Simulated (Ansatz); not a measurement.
## Ansatz (development build ahead of 0.2.0) run

```yaml
crystal:
  periodic: [false, false, false]
  atoms:
    - { symbol: P, position_ang: [-0.00665, 0.00606, -0.94987] }
    - { symbol: P, position_ang: [-0.00683, -0.003, 0.93884] }
basis:
  gaussian: { orbitals: cc-pVDZ }
hamiltonian:
  xc: hf
```

The input is written out in the form of the current development build from the run's settings.

Results

- Converged: yes
- Total energy: -681.46597 hartree
- Spin squared of the determinant: 0.000
